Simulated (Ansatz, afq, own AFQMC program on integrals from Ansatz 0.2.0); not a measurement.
Pt, triplet in def2-TZVPP, levels against CCSDT(Q)

A free Pt atom.

Basis def2-TZVPP with its core potentials. Only valence electrons are correlated. Ansatz 0.2.0 and our own AFQMC program on the same integrals; the CISD trial comes from CCSD amplitudes, and released means the phaseless constraint is let go. Error bars are statistical, one sigma. No spin–orbit coupling. The metal's outer-core s and p shells are frozen, which shifts wave-function levels against functionals.

Determinant: UHF, the one that the program's search chose, which needn't be the lowest solution.

No full CI on the walks' own integrals is used here; CCSDT(Q) serves as the reference and is uncertain by about the last step of the cluster series.

Cautions: no spin-orbit coupling; outer-core shells of the metal frozen; the released energies are still falling, so no released level is given (meV from the phaseless value at times in 1/Eh: -6.0 ± 2.5 at 0.24, -11.2 ± 2.3 at 0.50, -14 ± 3 at 1.00, -17 ± 3 at 1.50), though the last usable value meets CCSDT(Q) within the noise; the ph-AFQMC/CISD walk drifts between its halves (2.9 errors).

The T1 diagnostic is 0.0131 and the weight of the determinant in the CISD state is 0.919. The ⟨S²⟩ of the determinant is 2.004. The size of the correlated space is 10 electrons in 52 orbitals.

Reference: CCSDT(Q), correlation energy -8.100 eV.

| level | E − E(reference) (mEh) | share of correlation (%) |
| --- | --- | --- |
| HF | 297.68 | 0.00 |
| MP2 | -5.30 | 101.78 |
| CCSD | 11.30 | 96.20 |
| CCSD(T) | -0.29 | 100.10 |
| CCSDT | 0.17 | 99.94 |
| ph-AFQMC/HF | 2.93 ± 0.64 | 99.02 |
| ph-AFQMC/CISD | 0.70 ± 0.11 | 99.76 |

A walk keeps the symmetry of its determinant, which the program's search chose and which needn't be the lowest solution, so a lower state of the same spin and another symmetry isn't excluded.
